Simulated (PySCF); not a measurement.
# H₄ClO+, an ion with solvent molecules: interaction energy, part 1 of 3

Wanted: the interaction energy for `[OH3+]` with `Cl`.

Computed with PySCF 2.14.0; each step states its level. No surroundings beyond the atoms listed, unless a continuum is named. Atoms count from 0, parts from 1.

### Step 1. Starting point

6 atoms, charge 1, multiplicity 1; geometry: GFN2-xTB. Parts: 1 = atoms 0–3, `[OH3+]`, charge 1; 2 = atoms 4–5, `Cl`, charge 0.

### Step 2. Relaxing the molecule at PBE0-D3(BJ)/def2-TZVPD

Job settings and geometry (Å):

```
{"job": {"xc": "PBE0", "basis": "def2-TZVPD", "d3": "d3bj", "grid": 3, "kind": "geom", "shake": 0.01}, "charge": 1, "multiplicity": 1, "parts": [{"atoms": "0-3", "charge": 1, "multiplicity": 1}, {"atoms": "4-5", "charge": 0, "multiplicity": 1}]}
O     -0.044125    -0.047348     0.179571
H     -0.645929     0.779065    -0.264973
H     -0.322223    -0.893376    -0.208796
H      0.929844     0.134263     0.095497
Cl    -1.614319     2.115222    -0.958221
H     -2.157954     2.408373     0.178426
```

On the command line:

```
OMP_NUM_THREADS=1 python cluster_run.py task.json out
```

This one command runs all jobs of the session in turn.

The program printed:

```text
step   0  E = -537.34708692  max force = 0.027927
step   1  E = -537.34707306  max force = 0.034193
step   2  E = -537.34898084  max force = 0.005362
step   3  E = -537.34930647  max force = 0.003555
step   4  E = -537.34963797  max force = 0.000871
step   5  E = -537.34966741  max force = 0.000352
step   6  E = -537.34968732  max force = 0.000158
step   7  E = -537.34968950  max force = 0.000118
optimisation converged
```

Wall time 50 s (1 thread of Arm Neoverse N1, shared host); peak memory 0.54 GiB.

Relaxation path:

```csv
step,energy from step 0 (eV),largest force component (eV/Å)
0,0.0000,1.4361
1,0.0004,1.7583
2,-0.0515,0.2757
3,-0.0604,0.1828
4,-0.0694,0.0448
5,-0.0702,0.0181
6,-0.0708,0.0081
7,-0.0708,0.0061
```

Close pairs (by a distance rule), those that changed most:

```csv
bond,before (Å),after (Å),change (Å)
O0–H1,1.115,1.044,-0.071
O0–H3,0.994,0.974,-0.020
Cl4–H5,1.294,1.290,-0.003
O0–H2,0.972,0.974,+0.003
```

The final coordinates are the input of the step that follows.

```csv
at the end point,value
point group (found at 0.08 Å tolerance),C1
"rotational constants (GHz, main isotopes)","160.3, 4.745, 4.719"
```

Contacts at the end point (a selection, picked against the atoms' radii; other short pairs can be missing):

```csv
atoms,distance (Å),kind (by distance and angle),angle (°)
H1···Cl4,1.85,hydrogen bond,180
```

Against the parts relaxed at this level the binding energy is -17.34 kcal/mol, without counterpoise.

### Step 3. Coupled-cluster interaction energy: CCSD(T) and MP2, 1.85 Å

Job settings and geometry (Å):

```
{"job": {"kind": "intercc", "basis": "aug-cc-pVDZ", "basis_mid": "aug-cc-pVTZ", "basis_large": "aug-cc-pVQZ"}, "charge": 1, "multiplicity": 1, "parts": [{"atoms": "0-3", "charge": 1, "multiplicity": 1}, {"atoms": "4-5", "charge": 0, "multiplicity": 1}]}
O      0.115489     0.055505     0.111959
H     -0.573759     0.747355    -0.256962
H     -0.168989    -0.865542    -0.029719
H      1.014177     0.199041    -0.236166
Cl    -1.801919     1.977400    -0.899231
H     -2.205015     2.464659     0.225546
```

Level: CCSD(T)/aug-cc-pVDZ and MP2/aug-cc-pVTZ, aug-cc-pVQZ counterpoise interaction energy, frozen core, gas phase.

The program printed:

```text
part 1, own basis, geometry of the cluster
final grid: 27328 points
cycle   1  E = -76.3091578301  dE =  2.809e-01  |g| = 3.061e-01  |ddm| = 3.319e+00
cycle   2  E = -76.3335016847  dE = -2.434e-02  |g| = 7.560e-02  |ddm| = 6.500e-01
cycle   3  E = -76.3345428936  dE = -1.041e-03  |g| = 2.918e-02  |ddm| = 1.439e-01
cycle   4  E = -76.3346962632  dE = -1.534e-04  |g| = 7.036e-03  |ddm| = 4.287e-02
cycle   5  E = -76.3347102494  dE = -1.399e-05  |g| = 1.659e-03  |ddm| = 1.277e-02
cycle   6  E = -76.3347113777  dE = -1.128e-06  |g| = 2.609e-04  |ddm| = 3.094e-03
cycle   7  E = -76.3347114170  dE = -3.928e-08  |g| = 4.298e-05  |ddm| = 7.745e-04
cycle   8  E = -76.3347114181  dE = -1.094e-09  |g| = 6.986e-06  |ddm| = 1.251e-04
cycle   9  E = -76.3347114181  dE = -2.383e-11  |g| = 1.169e-06  |ddm| = 1.800e-05
converged SCF energy = -76.3347114181

part 2, own basis, geometry of the cluster
final grid: 17120 points
cycle   1  E = -460.0902544142  dE = -1.011e-01  |g| = 2.122e-01  |ddm| = 1.853e+00
cycle   2  E = -460.1053439785  dE = -1.509e-02  |g| = 8.129e-02  |ddm| = 4.465e-01
cycle   3  E = -460.1070777066  dE = -1.734e-03  |g| = 1.681e-02  |ddm| = 9.395e-02
cycle   4  E = -460.1072665556  dE = -1.888e-04  |g| = 5.244e-03  |ddm| = 2.584e-02
cycle   5  E = -460.1072882287  dE = -2.167e-05  |g| = 9.932e-04  |ddm| = 9.534e-03
cycle   6  E = -460.1072889413  dE = -7.126e-07  |g| = 2.421e-04  |ddm| = 1.851e-03
cycle   7  E = -460.1072889820  dE = -4.065e-08  |g| = 3.094e-05  |ddm| = 6.710e-04
cycle   8  E = -460.1072889825  dE = -5.260e-10  |g| = 5.380e-06  |ddm| = 7.673e-05
converged SCF energy = -460.1072889825

part 1, own basis, relaxed alone
final grid: 27328 points
cycle   1  E = -76.3140077339  dE =  3.316e-01  |g| = 3.081e-01  |ddm| = 3.361e+00
cycle   2  E = -76.3385271964  dE = -2.452e-02  |g| = 7.732e-02  |ddm| = 6.669e-01
cycle   3  E = -76.3395830049  dE = -1.056e-03  |g| = 2.974e-02  |ddm| = 1.498e-01
cycle   4  E = -76.3397390923  dE = -1.561e-04  |g| = 6.671e-03  |ddm| = 4.340e-02
cycle   5  E = -76.3397516815  dE = -1.259e-05  |g| = 1.561e-03  |ddm| = 1.246e-02
cycle   6  E = -76.3397526483  dE = -9.668e-07  |g| = 2.411e-04  |ddm| = 2.777e-03
cycle   7  E = -76.3397526810  dE = -3.266e-08  |g| = 4.001e-05  |ddm| = 7.097e-04
cycle   8  E = -76.3397526819  dE = -9.186e-10  |g| = 6.259e-06  |ddm| = 1.169e-04
converged SCF energy = -76.3397526819

part 2, own basis, relaxed alone
final grid: 17120 points
cycle   1  E = -460.0907644924  dE = -9.218e-02  |g| = 2.112e-01  |ddm| = 1.860e+00
cycle   2  E = -460.1056295224  dE = -1.487e-02  |g| = 8.027e-02  |ddm| = 4.464e-01
cycle   3  E = -460.1073196121  dE = -1.690e-03  |g| = 1.671e-02  |ddm| = 9.277e-02
cycle   4  E = -460.1075055307  dE = -1.859e-04  |g| = 5.181e-03  |ddm| = 2.582e-02
cycle   5  E = -460.1075265936  dE = -2.106e-05  |g| = 9.734e-04  |ddm| = 9.393e-03
cycle   6  E = -460.1075272719  dE = -6.783e-07  |g| = 2.380e-04  |ddm| = 1.801e-03
cycle   7  E = -460.1075273112  dE = -3.926e-08  |g| = 3.070e-05  |ddm| = 6.599e-04
cycle   8  E = -460.1075273117  dE = -5.209e-10  |g| = 5.332e-06  |ddm| = 7.739e-05
converged SCF energy = -460.1075273117

cluster
final grid: 5192 points
cycle   1  E = -536.4592620736  dE = -3.168e-02  |g| = 8.678e-02  |ddm| = 7.525e-01
cycle   2  E = -536.4623106334  dE = -3.049e-03  |g| = 2.846e-02  |ddm| = 1.851e-01
cycle   3  E = -536.4627414148  dE = -4.308e-04  |g| = 1.175e-02  |ddm| = 5.320e-02
cycle   4  E = -536.4628382910  dE = -9.688e-05  |g| = 1.882e-03  |ddm| = 3.778e-02
cycle   5  E = -536.4628407206  dE = -2.430e-06  |g| = 4.149e-04  |ddm| = 4.945e-03
cycle   6  E = -536.4628408138  dE = -9.317e-08  |g| = 1.519e-04  |ddm| = 8.736e-04
cycle   7  E = -536.4628408239  dE = -1.015e-08  |g| = 4.450e-05  |ddm| = 2.908e-04
cycle   8  E = -536.4628408249  dE = -9.537e-10  |g| = 1.175e-05  |ddm| = 8.260e-05
converged SCF energy = -536.4628408249

part 1 in the basis of the cluster
final grid: 5192 points
cycle   1  E = -76.3347831248  dE = -7.443e-05  |g| = 1.650e-03  |ddm| = 2.592e-01
cycle   2  E = -76.3347838649  dE = -7.401e-07  |g| = 1.869e-04  |ddm| = 2.343e-02
cycle   3  E = -76.3347838765  dE = -1.163e-08  |g| = 1.351e-05  |ddm| = 2.757e-03
cycle   4  E = -76.3347838766  dE = -8.384e-11  |g| = 3.911e-06  |ddm| = 8.849e-05
converged SCF energy = -76.3347838766

part 2 in the basis of the cluster
final grid: 5192 points
cycle   1  E = -460.1073826825  dE = -9.501e-05  |g| = 2.082e-03  |ddm| = 2.877e-01
cycle   2  E = -460.1073842913  dE = -1.609e-06  |g| = 3.155e-04  |ddm| = 3.968e-02
cycle   3  E = -460.1073843416  dE = -5.030e-08  |g| = 2.864e-05  |ddm| = 7.121e-03
cycle   4  E = -460.1073843421  dE = -5.236e-10  |g| = 6.837e-06  |ddm| = 3.211e-04
converged SCF energy = -460.1073843421

Interaction energy (kcal/mol)
  counterpoise      -16.970
  uncorrected       -17.954
  dispersion part     0.000
  deformation         2.098
  binding           -14.872

Decomposition of the uncorrected value (kcal/mol)
  electrostatic     -11.185
  Pauli              20.232
  orbital           -22.128
  dispersion          0.000
  correlation        -4.874

Charge of each part in the cluster: 0.923 0.077
part 1, own basis, geometry of the cluster
final grid: 27328 points
cycle   1  E = -76.3147552562  dE =  2.797e-01  |g| = 3.086e-01  |ddm| = 3.481e+00
cycle   2  E = -76.3391065402  dE = -2.435e-02  |g| = 7.583e-02  |ddm| = 5.379e-01
cycle   3  E = -76.3401433873  dE = -1.037e-03  |g| = 2.824e-02  |ddm| = 1.406e-01
cycle   4  E = -76.3402886423  dE = -1.453e-04  |g| = 7.316e-03  |ddm| = 4.277e-02
cycle   5  E = -76.3403028837  dE = -1.424e-05  |g| = 1.728e-03  |ddm| = 1.391e-02
cycle   6  E = -76.3403040757  dE = -1.192e-06  |g| = 2.783e-04  |ddm| = 3.282e-03
cycle   7  E = -76.3403041201  dE = -4.442e-08  |g| = 4.662e-05  |ddm| = 7.536e-04
cycle   8  E = -76.3403041214  dE = -1.268e-09  |g| = 7.691e-06  |ddm| = 1.335e-04
cycle   9  E = -76.3403041214  dE = -2.900e-11  |g| = 1.305e-06  |ddm| = 1.892e-05
converged SCF energy = -76.3403041214

part 2, own basis, geometry of the cluster
final grid: 17120 points
cycle   1  E = -460.0938884691  dE = -1.020e-01  |g| = 2.143e-01  |ddm| = 2.001e+00
cycle   2  E = -460.1090377132  dE = -1.515e-02  |g| = 8.747e-02  |ddm| = 4.035e-01
cycle   3  E = -460.1108162003  dE = -1.778e-03  |g| = 1.754e-02  |ddm| = 1.470e-01
cycle   4  E = -460.1110179210  dE = -2.017e-04  |g| = 5.875e-03  |ddm| = 3.226e-02
cycle   5  E = -460.1110445704  dE = -2.665e-05  |g| = 1.056e-03  |ddm| = 1.431e-02
cycle   6  E = -460.1110453706  dE = -8.003e-07  |g| = 2.641e-04  |ddm| = 2.822e-03
cycle   7  E = -460.1110454170  dE = -4.632e-08  |g| = 3.895e-05  |ddm| = 7.638e-04
cycle   8  E = -460.1110454177  dE = -7.620e-10  |g| = 6.393e-06  |ddm| = 1.386e-04
converged SCF energy = -460.1110454177

part 1, own basis, relaxed alone
final grid: 27328 points
cycle   1  E = -76.3197163447  dE =  3.303e-01  |g| = 3.103e-01  |ddm| = 3.522e+00
cycle   2  E = -76.3442307621  dE = -2.451e-02  |g| = 7.745e-02  |ddm| = 5.497e-01
cycle   3  E = -76.3452812713  dE = -1.051e-03  |g| = 2.883e-02  |ddm| = 1.461e-01
cycle   4  E = -76.3454292520  dE = -1.480e-04  |g| = 6.955e-03  |ddm| = 4.315e-02
cycle   5  E = -76.3454421107  dE = -1.286e-05  |g| = 1.626e-03  |ddm| = 1.366e-02
cycle   6  E = -76.3454431338  dE = -1.023e-06  |g| = 2.573e-04  |ddm| = 3.002e-03
cycle   7  E = -76.3454431707  dE = -3.697e-08  |g| = 4.332e-05  |ddm| = 6.833e-04
cycle   8  E = -76.3454431718  dE = -1.062e-09  |g| = 6.912e-06  |ddm| = 1.250e-04
cycle   9  E = -76.3454431718  dE = -2.262e-11  |g| = 1.115e-06  |ddm| = 1.729e-05
converged SCF energy = -76.3454431718

part 2, own basis, relaxed alone
final grid: 17120 points
cycle   1  E = -460.0944202167  dE = -9.317e-02  |g| = 2.131e-01  |ddm| = 2.008e+00
cycle   2  E = -460.1093467908  dE = -1.493e-02  |g| = 8.647e-02  |ddm| = 4.018e-01
cycle   3  E = -460.1110815657  dE = -1.735e-03  |g| = 1.744e-02  |ddm| = 1.439e-01
cycle   4  E = -460.1112804710  dE = -1.989e-04  |g| = 5.810e-03  |ddm| = 3.164e-02
cycle   5  E = -460.1113064542  dE = -2.598e-05  |g| = 1.035e-03  |ddm| = 1.396e-02
cycle   6  E = -460.1113072161  dE = -7.618e-07  |g| = 2.592e-04  |ddm| = 2.773e-03
cycle   7  E = -460.1113072606  dE = -4.454e-08  |g| = 3.849e-05  |ddm| = 7.494e-04
cycle   8  E = -460.1113072614  dE = -7.551e-10  |g| = 6.361e-06  |ddm| = 1.379e-04
converged SCF energy = -460.1113072614

cluster
final grid: 5192 points
cycle   1  E = -536.4685729353  dE = -3.142e-02  |g| = 9.093e-02  |ddm| = 8.536e-01
cycle   2  E = -536.4716417530  dE = -3.069e-03  |g| = 3.067e-02  |ddm| = 1.705e-01
cycle   3  E = -536.4720722564  dE = -4.305e-04  |g| = 1.235e-02  |ddm| = 5.715e-02
cycle   4  E = -536.4721814499  dE = -1.092e-04  |g| = 1.972e-03  |ddm| = 3.989e-02
cycle   5  E = -536.4721840707  dE = -2.621e-06  |g| = 4.475e-04  |ddm| = 5.520e-03
cycle   6  E = -536.4721841827  dE = -1.121e-07  |g| = 1.550e-04  |ddm| = 9.993e-04
cycle   7  E = -536.4721841942  dE = -1.143e-08  |g| = 4.748e-05  |ddm| = 3.329e-04
cycle   8  E = -536.4721841952  dE = -9.951e-10  |g| = 1.296e-05  |ddm| = 8.753e-05
converged SCF energy = -536.4721841952

part 1 in the basis of the cluster
final grid: 5192 points
cycle   1  E = -76.3403243914  dE = -2.325e-05  |g| = 8.526e-04  |ddm| = 3.322e-01
cycle   2  E = -76.3403245643  dE = -1.729e-07  |g| = 8.350e-05  |ddm| = 2.659e-02
cycle   3  E = -76.3403245664  dE = -2.115e-09  |g| = 4.898e-06  |ddm| = 2.797e-03
cycle   4  E = -76.3403245664  dE = -7.873e-12  |g| = 1.904e-06  |ddm| = 7.750e-05
converged SCF energy = -76.3403245664

part 2 in the basis of the cluster
final grid: 5192 points
cycle   1  E = -460.1110764268  dE = -3.165e-05  |g| = 1.098e-03  |ddm| = 3.805e-01
cycle   2  E = -460.1110769161  dE = -4.893e-07  |g| = 1.553e-04  |ddm| = 4.774e-02
cycle   3  E = -460.1110769297  dE = -1.360e-08  |g| = 1.376e-05  |ddm| = 7.563e-03
cycle   4  E = -460.1110769298  dE = -1.231e-10  |g| = 2.462e-06  |ddm| = 3.033e-04
converged SCF energy = -460.1110769298

Interaction energy (kcal/mol)
  counterpoise      -17.335
  uncorrected       -17.909
  dispersion part     0.000
  deformation         2.223
  binding           -15.113

Decomposition of the uncorrected value (kcal/mol)
  electrostatic     -11.188
  Pauli              20.096
  orbital           -21.985
  dispersion          0.000
  correlation        -4.832

Charge of each part in the cluster: 0.923 0.077
part 1 in the basis of the cluster: E(HF) = -76.313004707  E2 = -0.214451845  E(CCSD corr) = -0.225109887  (T) = -0.004497828
part 2 in the basis of the cluster: E(HF) = -460.092899911  E2 = -0.160752215  E(CCSD corr) = -0.177333739  (T) = -0.004139088
cluster: E(HF) = -536.425753799  E2 = -0.380195859  E(CCSD corr) = -0.405880919  (T) = -0.009468007

Counterpoise interaction energy (kcal/mol)
  hf_small                 -12.456
  mp2_small                -15.588
  ccsd_small               -14.613
  ccsdt_small              -15.134
  hf_large                 -13.041
  mp2_large                -17.335
  hf_middle                -12.972
  mp2_middle               -16.970
  scs_mp2_large            -16.240
  mp2_limit                -17.552
  ccsdt_less_mp2             0.454
  ccsdt_limit_estimate     -17.098
  bsse_mp2_large             0.573
```

Wall time 67 s (1 thread of Arm Neoverse N1, shared host); peak memory 0.58 GiB.

Contacts at this geometry (a selection, picked against the atoms' radii; other short pairs can be missing):

```csv
atoms,distance (Å),kind (by distance and angle),angle (°)
H1···Cl4,1.85,hydrogen bond,180
```

Differences are taken before rounding.

```csv
method,interaction energy (kcal/mol),"from CCSD(T), limit estimate (kcal/mol)"
HF/aug-cc-pVDZ,-12.46,+4.64
MP2/aug-cc-pVDZ,-15.59,+1.51
CCSD/aug-cc-pVDZ,-14.61,+2.49
CCSD(T)/aug-cc-pVDZ,-15.13,+1.96
HF/aug-cc-pVQZ,-13.04,+4.06
MP2/aug-cc-pVQZ,-17.34,-0.24
SCS-MP2/aug-cc-pVQZ,-16.24,+0.86
"MP2, extrapolated",-17.55,-0.45
"CCSD(T), limit estimate",-17.10,0
```

These energies keep the parts at their geometry in the cluster; deforming them to it costs 2.22 kcal/mol (MP2).

### Step 4. Coupled-cluster interaction energy: CCSD(T) and MP2, 1.95 Å

The job, as its differences from that of step 3:

```diff
@@ -5,3 +5,3 @@
 H      1.014177     0.199041    -0.236166
-Cl    -1.801919     1.977400    -0.899231
-H     -2.205015     2.464659     0.225546
+Cl    -1.863327     2.038902    -0.931344
+H     -2.266423     2.526161     0.193433
```

Method: CCSD(T)/aug-cc-pVDZ and MP2/aug-cc-pVTZ, aug-cc-pVQZ counterpoise interaction energy, frozen core, gas phase.

The program printed:

```text
part 1, own basis, geometry of the cluster: E = -76.3347114181 (as before)

part 2, own basis, geometry of the cluster: E = -460.1072889825 (as before)

part 1, own basis, relaxed alone: E = -76.3397526819 (as before)

part 2, own basis, relaxed alone: E = -460.1075273117 (as before)

cluster
final grid: 5192 points
cycle   1  E = -536.4605967453  dE = -2.620e-02  |g| = 7.787e-02  |ddm| = 6.573e-01
cycle   2  E = -536.4631413165  dE = -2.545e-03  |g| = 2.560e-02  |ddm| = 1.660e-01
cycle   3  E = -536.4635015115  dE = -3.602e-04  |g| = 1.053e-02  |ddm| = 4.800e-02
cycle   4  E = -536.4635824937  dE = -8.098e-05  |g| = 1.685e-03  |ddm| = 3.446e-02
cycle   5  E = -536.4635844011  dE = -1.907e-06  |g| = 4.098e-04  |ddm| = 4.392e-03
cycle   6  E = -536.4635844792  dE = -7.813e-08  |g| = 1.495e-04  |ddm| = 8.012e-04
cycle   7  E = -536.4635844887  dE = -9.415e-09  |g| = 3.994e-05  |ddm| = 2.790e-04
cycle   8  E = -536.4635844895  dE = -8.661e-10  |g| = 1.051e-05  |ddm| = 7.821e-05
converged SCF energy = -536.4635844895

part 1 in the basis of the cluster
final grid: 5192 points
cycle   1  E = -76.3347775448  dE = -6.855e-05  |g| = 1.569e-03  |ddm| = 2.383e-01
cycle   2  E = -76.3347782225  dE = -6.777e-07  |g| = 1.776e-04  |ddm| = 2.158e-02
cycle   3  E = -76.3347782331  dE = -1.061e-08  |g| = 1.293e-05  |ddm| = 2.557e-03
cycle   4  E = -76.3347782332  dE = -7.745e-11  |g| = 3.762e-06  |ddm| = 8.658e-05
converged SCF energy = -76.3347782332

part 2 in the basis of the cluster
final grid: 5192 points
cycle   1  E = -460.1073768594  dE = -8.913e-05  |g| = 2.028e-03  |ddm| = 2.579e-01
cycle   2  E = -460.1073783973  dE = -1.538e-06  |g| = 3.101e-04  |ddm| = 3.523e-02
cycle   3  E = -460.1073784459  dE = -4.856e-08  |g| = 2.781e-05  |ddm| = 6.382e-03
cycle   4  E = -460.1073784464  dE = -5.040e-10  |g| = 6.427e-06  |ddm| = 2.948e-04
converged SCF energy = -460.1073784464

Interaction energy (kcal/mol)
  counterpoise      -16.905
  uncorrected       -17.768
  dispersion part     0.000
  deformation         2.098
  binding           -14.807

Decomposition of the uncorrected value (kcal/mol)
  electrostatic     -10.043
  Pauli              14.815
  orbital           -18.318
  dispersion          0.000
  correlation        -4.222

Charge of each part in the cluster: 0.933 0.067
part 1, own basis, geometry of the cluster: E = -76.3403041214 (as before)

part 2, own basis, geometry of the cluster: E = -460.1110454177 (as before)

part 1, own basis, relaxed alone: E = -76.3454431718 (as before)

part 2, own basis, relaxed alone: E = -460.1113072614 (as before)

cluster
final grid: 5192 points
cycle   1  E = -536.4698894273  dE = -2.603e-02  |g| = 8.169e-02  |ddm| = 7.461e-01
cycle   2  E = -536.4724574807  dE = -2.568e-03  |g| = 2.766e-02  |ddm| = 1.529e-01
cycle   3  E = -536.4728178034  dE = -3.603e-04  |g| = 1.109e-02  |ddm| = 5.196e-02
cycle   4  E = -536.4729095638  dE = -9.176e-05  |g| = 1.766e-03  |ddm| = 3.667e-02
cycle   5  E = -536.4729116243  dE = -2.060e-06  |g| = 4.293e-04  |ddm| = 4.909e-03
cycle   6  E = -536.4729117157  dE = -9.145e-08  |g| = 1.546e-04  |ddm| = 9.011e-04
cycle   7  E = -536.4729117262  dE = -1.050e-08  |g| = 4.456e-05  |ddm| = 3.144e-04
cycle   8  E = -536.4729117272  dE = -9.657e-10  |g| = 1.157e-05  |ddm| = 8.618e-05
converged SCF energy = -536.4729117272

part 1 in the basis of the cluster
final grid: 5192 points
cycle   1  E = -76.3403229494  dE = -2.148e-05  |g| = 8.192e-04  |ddm| = 2.821e-01
cycle   2  E = -76.3403231109  dE = -1.615e-07  |g| = 8.060e-05  |ddm| = 2.270e-02
cycle   3  E = -76.3403231129  dE = -1.981e-09  |g| = 4.765e-06  |ddm| = 2.387e-03
cycle   4  E = -76.3403231129  dE = -7.361e-12  |g| = 1.949e-06  |ddm| = 6.218e-05
converged SCF energy = -76.3403231129

part 2 in the basis of the cluster
final grid: 5192 points
cycle   1  E = -460.1110741937  dE = -2.942e-05  |g| = 1.059e-03  |ddm| = 3.536e-01
cycle   2  E = -460.1110746601  dE = -4.663e-07  |g| = 1.517e-04  |ddm| = 4.371e-02
cycle   3  E = -460.1110746731  dE = -1.309e-08  |g| = 1.326e-05  |ddm| = 6.939e-03
cycle   4  E = -460.1110746733  dE = -1.160e-10  |g| = 2.318e-06  |ddm| = 2.757e-04
converged SCF energy = -460.1110746733

Interaction energy (kcal/mol)
  counterpoise      -17.197
  uncorrected       -17.696
  dispersion part     0.000
  deformation         2.223
  binding           -14.974

Decomposition of the uncorrected value (kcal/mol)
  electrostatic     -10.032
  Pauli              14.732
  orbital           -18.233
  dispersion          0.000
  correlation        -4.163

Charge of each part in the cluster: 0.933 0.067
part 1 in the basis of the cluster: E(HF) = -76.312988603  E2 = -0.214431096  E(CCSD corr) = -0.225090491  (T) = -0.004495343
part 2 in the basis of the cluster: E(HF) = -460.092880431  E2 = -0.160551078  E(CCSD corr) = -0.177116763  (T) = -0.004116060
cluster: E(HF) = -536.426529458  E2 = -0.379319978  E(CCSD corr) = -0.405221997  (T) = -0.009365584

Counterpoise interaction energy (kcal/mol)
  hf_small                 -12.965
  mp2_small                -15.687
  ccsd_small               -14.856
  ccsdt_small              -15.330
  hf_large                 -13.500
  mp2_large                -17.197
  hf_middle                -13.446
  mp2_middle               -16.905
  scs_mp2_large            -16.252
  mp2_limit                -17.370
  ccsdt_less_mp2             0.357
  ccsdt_limit_estimate     -17.013
  bsse_mp2_large             0.499
```

Wall time 58 s (1 thread of Arm Neoverse N1, shared host); peak memory 0.58 GiB.

Contacts at this geometry (a selection, picked against the atoms' radii; other short pairs can be missing):

```csv
atoms,distance (Å),kind (by distance and angle),angle (°)
H1···Cl4,1.95,hydrogen bond,180
```

Differences are taken before rounding.

```csv
method,interaction energy (kcal/mol),"from CCSD(T), limit estimate (kcal/mol)"
HF/aug-cc-pVDZ,-12.96,+4.05
MP2/aug-cc-pVDZ,-15.69,+1.33
CCSD/aug-cc-pVDZ,-14.86,+2.16
CCSD(T)/aug-cc-pVDZ,-15.33,+1.68
HF/aug-cc-pVQZ,-13.50,+3.51
MP2/aug-cc-pVQZ,-17.20,-0.18
SCS-MP2/aug-cc-pVQZ,-16.25,+0.76
"MP2, extrapolated",-17.37,-0.36
"CCSD(T), limit estimate",-17.01,0
```

These energies keep the parts at their geometry in the cluster; deforming them to it costs 2.22 kcal/mol (MP2).

(Continued in part 2 of 3.)
